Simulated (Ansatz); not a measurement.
Input file:

```yaml
crystal:
  periodic: [false, false, false]
  atoms:
    - {symbol: Si, position_ang: [0.000000, 0.000000, 1.638100]}
    - {symbol: O, position_ang: [0.000000, 0.000000, 0.000000]}
    - {symbol: Si, position_ang: [0.000000, 0.000000, -1.638100]}
basis:
  gaussian: {orbitals: "6-31G*"}
magnetization: {spin_polarized: true, initial_magnetization: 4}
correlation: {method: ccsd, electrons: valence}
accuracy: high
scf: {lower_state_search: off}
```

```sh
$ ansatz run in.yaml --threads 1 --pin off --events-out ev --progress --plain --max-ram 2393MiB
```

Roughly how long does this take on 1 thread of Arm Neoverse V2, shared host, and how much host memory?

2.3 s wall and 0.17 GiB.

```
these checks for a lower state are left out or cut short: stability, starts, cluster_reference, orbital_swaps, neighbouring_geometries, increment
919 factors; integrals over basis functions are off by at most 3.8e-9 eV
mean field evaluation 1: about -17753.5117 eV, gradient 1.7e1 eV
mean field evaluation 2: about -17753.5778 eV, gradient 1.8e1 eV
mean field evaluation 4: about -17755.2623 eV, gradient 3.2e0 eV
mean field evaluation 8: about -17755.4759 eV, gradient 2.1e-1 eV
mean field evaluation 16: about -17755.4777 eV, gradient 4.0e-3 eV
mean field evaluation 32: about -17757.1707 eV, gradient 3.3e-8 eV
mean field -17757.17065225 eV, -652.5639852277 hartree, gradient 3.3e-8 eV, S^2 6.015964; 0 other end points of the search recorded, 0 dependent functions left out
11 core orbitals not correlated: weight in the atoms' cores, before any rotation towards them, 1.000 or more for the frozen orbitals, at most 0.000 for the correlated occupied ones
reference -17757.17065225 eV, -652.5639852277 hartree; 9, 5 occupied and 33, 37 virtual orbitals, 919 factors
second order -7.19956320 eV of doubles, -0.00000000 eV of singles
cycle   1  -7.35217006 eV  change   -1.5e-1 eV  update   9.7e-2
cycle   2  -7.63739013 eV  change   -2.9e-1 eV  update   3.5e-2
cycle   3  -7.74421956 eV  change   -1.1e-1 eV  update   2.5e-2
cycle   4  -7.74176920 eV  change    2.5e-3 eV  update   1.2e-2
...
cycle  21  -7.75630219 eV  change    7.7e-8 eV  update   4.2e-8
cycle  22  -7.75630228 eV  change   -9.2e-8 eV  update   7.1e-8
cycle  23  -7.75630226 eV  change    2.7e-8 eV  update   2.6e-8
cycle  24  -7.75630226 eV  change  -2.1e-10 eV  update   1.0e-8
cycle  25  -7.75630226 eV  change    1.7e-9 eV  update   5.6e-9
cycle  26  -7.75630225 eV  change    3.1e-9 eV  update   3.4e-9
cycle  27  -7.75630225 eV  change    1.1e-9 eV  update   2.3e-9
cycle  28  -7.75630225 eV  change   8.3e-10 eV  update   1.6e-9
cycle  29  -7.75630225 eV  change    1.9e-9 eV  update   1.0e-9
cycle  30  -7.75630225 eV  change   1.6e-10 eV  update  4.3e-10
Total energy: -17764.92695450 eV, -652.8490240779 hartree
Checks for a lower state left out: stability, starts, cluster_reference, orbital_swaps, neighbouring_geometries, increment
```
